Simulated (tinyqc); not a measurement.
Worked calculation: Born-Oppenheimer dynamics on the RHF/sto-3g surface (energies and gradients from PySCF), for BH2+, spin multiplicity 1. Computed by tinyqc, a small Python program that keeps every step (integrals from PySCF). Settings: charge = 1, multiplicity = 1, basis = sto-3g, time step (fs) = 0.2, steps = 16. Command: `OMP_NUM_THREADS=1 python tinyqc.py 29270 29271 out.jsonl` (the two numbers bound the seeds that draw the settings). One thread of a shared host (Intel(R) Xeon(R) Processor @ 2.60GHz), about 1 s of CPU time with the checks.

## Velocity Verlet step 1

positions (bohr):
```
            x          y          z
1B  -0.011338   0.083148  -0.068030
2H   0.026456   2.022007   0.865495
3H  -0.111494  -2.265782   1.011003
```

velocities (bohr per atomic time unit):
```
               x             y             z
1B   0.000008434   0.000032885  -0.000037373
2H   0.000074434  -0.000185115   0.000135627
3H  -0.000166566  -0.000174115   0.000272627
```

gradient (hartree/bohr):
```
              x            y            z
1B   0.00539722   0.11178527  -0.07699413
2H  -0.00198527  -0.05096516   0.01577727
3H  -0.00341195  -0.06082011   0.06121686
```

masses (electron masses): 1B 20068.735323, 2H 1837.152588, 3H 1837.152588

gradient after step 1 (hartree/bohr):
```
              x            y            z
1B   0.00547476   0.11196691  -0.07707548
2H  -0.00201455  -0.05105508   0.01575685
3H  -0.00346021  -0.06091183   0.06131864
```

dt = 0.2 fs = 8.2683 atomic units; x' = x + v dt - g dt^2 / (2m); after the new gradient g', v' = v - (g + g') dt / (2m).

positions after step 1 (bohr):
```
            x          y          z
1B  -0.011278   0.083229  -0.068208
2H   0.027109   2.021425   0.866322
3H  -0.112808  -2.266090   1.012119
```

velocities after step 1 (bohr per atomic time unit):
```
               x             y             z
1B   0.000006194  -0.000013208  -0.000005635
2H   0.000083435   0.000044461   0.000064666
3H  -0.000151102   0.000099818  -0.000003114
```

## Velocity Verlet step 2

gradient after step 2 (hartree/bohr):
```
              x            y            z
1B   0.00551591   0.11097860  -0.07719949
2H  -0.00202829  -0.05043143   0.01603017
3H  -0.00348763  -0.06054718   0.06116932
```

As before.

positions after step 2 (bohr):
```
            x          y          z
1B  -0.011236   0.082930  -0.068123
2H   0.027836   2.022742   0.866564
3H  -0.113993  -2.264131   1.010952
```

velocities after step 2 (bohr per atomic time unit):
```
               x             y             z
1B   0.000003930  -0.000059134   0.000026146
2H   0.000092532   0.000272835  -0.000006864
3H  -0.000135467   0.000373137  -0.000278748
```

## Energy conservation

The total energy should stay constant up to terms of order dt^2; the step counts as short enough if it moves by less than 2 % of the largest kinetic energy.

Trajectory:
```
time (fs)  1B-2H (angstrom)  potential (hartree)  kinetic (hartree)  total (hartree)
0.000000           1.138908         -25.12278366         0.00020065     -25.12258301
0.200000           1.138828         -25.12262748         0.00004464     -25.12258284
0.400000           1.139642         -25.12291798         0.00033451     -25.12258347
0.600000           1.141334         -25.12364512         0.00106024     -25.12258488
0.800000           1.143877         -25.12478630         0.00219925     -25.12258705
1.000000           1.147227         -25.12630700         0.00371709     -25.12258992
1.200000           1.151330         -25.12816162         0.00556819     -25.12259343
1.400000           1.156119         -25.13029451         0.00769698     -25.12259752
1.600000           1.161518         -25.13264111         0.01003898     -25.12260213
1.800000           1.167441         -25.13512930         0.01252214     -25.12260716
2.000000           1.173799         -25.13768083         0.01506829     -25.12261254
2.200000           1.180494         -25.14021302         0.01759490     -25.12261812
2.400000           1.187428         -25.14264096         0.02001719     -25.12262377
2.600000           1.194499         -25.14488017         0.02225092     -25.12262925
2.800000           1.201605         -25.14685019         0.02421590     -25.12263429
3.000000           1.208645         -25.14847907         0.02584055     -25.12263852
3.200000           1.215521         -25.14970899         0.02706747     -25.12264152
```

The total energy moves within 5.9e-05 hartree, under 2 % of the largest kinetic energy.
